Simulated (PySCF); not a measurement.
Work out the structure from these simulated measurements.

Formula: C3H9O; charge +1.

- Couplings: largest of the computed one-bond spin–spin couplings (means over like bonds): 13C–1H +161.4 (×9), 17O–13C +16.9 (×3) Hz [B3LYP/pcJ-1, spin–dipole term left out]
- Triplet: lowest triplet excitation (Tamm–Dancoff): 8.86 eV [TDA CAM-B3LYP/def2-SVPD]
- 1H NMR: chemical shifts (computed TMS as zero) by class: 4.50 (9 H) ppm [GIAO PBE0/pcSseg-1]
- NMR, other nuclei: isotropic shieldings of nuclei other than C and H, by class: 315 (1 O) ppm [GIAO PBE0/pcSseg-1]
- 13C NMR: chemical shifts (computed TMS as zero) by class: 78.3 (3 C) ppm [GIAO PBE0/pcSseg-1]
- Rotational structure: rotational constants A, B, C: 8.828, 8.826, 5.023 GHz [GFN2-xTB]
- Polarisability: 38.3 au [CAM-B3LYP/def2-SVPD]
- UV, strongest line: among the 8 lowest singlet transitions: S3 at 10.84 eV (114 nm, f = 0.100) [TDDFT CAM-B3LYP/def2-SVPD]
- UV, first state: lowest singlet excitation: 9.48 eV (131 nm, f = 0.009) [TDDFT CAM-B3LYP/def2-SVPD]
- XPS: C1s 298.6 (×3), O1s 547.9 eV [ΔSCF SCAN, pcX-2 on the ionised atom, pcseg-1 elsewhere, spin-free X2C]

The electronic properties come from PySCF, for the isolated species, density fitting. Levels stand in brackets. Geometry: GFN2-xTB; no solvent, vibrations or thermal averaging. NMR classes are plain means over equivalent atoms (diastereotopic ones count apart unless rotation or inversion swaps them), as if these changed places fast.

Problem. Propose a structure and show how it fits.

Solution. Numbering: `[CH3:1][O+:2]([CH3:3])[CH3:4]`. 3 carbons fall into 1 class: O-methyl carbon [C1/C3/C4] (78.3 ppm, 3 C). All hydrogens form one class (4.50 ppm): methyl hydrogen. The other shieldings belong to: 315 ppm, oxonium oxygen [O2]. The couplings run between: +161.4 Hz, O-methyl carbon [C1] and its hydrogen (with 8 like pairs); +16.9 Hz, oxonium oxygen [O2] and O-methyl carbon [C1] (with 2 like pairs). The core levels belong to: C1s 298.6 eV, O-methyl carbon [C1/C3/C4]; O1s 547.9 eV, oxonium oxygen [O2]. S1 is mainly HOMO→LUMO (weight 0.85); the largest Löwdin shares of the orbital it empties are 0.44 on the oxonium oxygen and 0.09 on each of 3 atoms of one kind (O-methyl carbon), of the orbital it fills 0.16 on each of 3 atoms of one kind (O-methyl carbon) and 0.13 on the oxonium oxygen. The optimised geometry has point group C3v and is an oblate symmetric top (the spread among constants that symmetry makes equal is optimisation noise). Structure: `C[O+](C)C`. The assignments are read from this structure; whether some other isomer fits the data as well wasn't checked.
